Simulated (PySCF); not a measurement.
## Stationary points of PO₂⁻

Method: PySCF, PBE0, basis P def2-TZVPD, O def2-TZVPD (no relativity, density fitting).

Relaxations began from a few typed shapes. The search is not exhaustive: other isomers or separated fragments can lie lower, and high-lying points may rest on an excited occupation.

```tsv
spin	group	bonds	angles	imaginary modes (cm⁻¹)	ΔE (kJ/mol)	ΔE with ZPE (kJ/mol)
singlet	C2v	P–O 1.500 Å (×2)	O–P–O 119.0°	none	0.0	0.0
singlet	D∞h	P–O 1.498 Å (×2)	O–P–O 180.0°	584i, 584i	200.7	–
```

The lowest minimum found is the singlet C2v: P–O 1.500 Å (×2); O–P–O 119.0°.

Counting electrons, phosphorus keeps 2 of its valence electrons outside its bonds, so the VSEPR class is AX2E1 and the expected shape is bent (C2v), as computed.

For the lowest minimum: the lowest empty level of this anion is unbound, so it and the gap depend on the basis.
